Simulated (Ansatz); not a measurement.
C4H7FO can be A, `FC1CCCO1`, or B, `CC(C)(F)C=O`.

Calculated with Ansatz (gas phase, PBE0-D4/def2-TZVP geometries, no zero-point term in ΔE). CCSD(T)/CBS is the MP2 limit (def2-TZVPP, def2-QZVPP) plus CCSD(T) − MP2 in def2-TZVPP, frozen cores. DFT in def2-TZVPP. One conformer a species, not always the lowest.

Task: Which isomer does CCSD(T)/CBS put lower? Give the gap. (Estimate.)

Result: Ansatz gave: A, by 3.1 kcal/mol.

Task: Give E(B) − E(A) in kcal/mol with r2SCAN-D4, HF/def2-TZVPP, PBE-D4, MP2/def2-TZVPP, PBE0-D4, B2PLYP, ωB97M-V. (Best estimate.)

Result: The calculation gave: r2SCAN-D4 3.3, HF/def2-TZVPP 1.0, PBE-D4 3.6, MP2/def2-TZVPP 3.7, PBE0-D4 6.2, B2PLYP 1.4, ωB97M-V 3.6. None reverses the order clearly.

Largest T1 diagnostic: 0.013.

From PBE to PBE0 (25 % exact exchange), in def2-TZVPP and without D4, E(B) − E(A) moves by +2.7 kcal/mol. In def2-TZVPP, CCSD(T) changes the Hartree–Fock value by +2.0 kcal/mol (the triples alone add −0.4 kcal/mol) and MP2 by +2.7 kcal/mol.
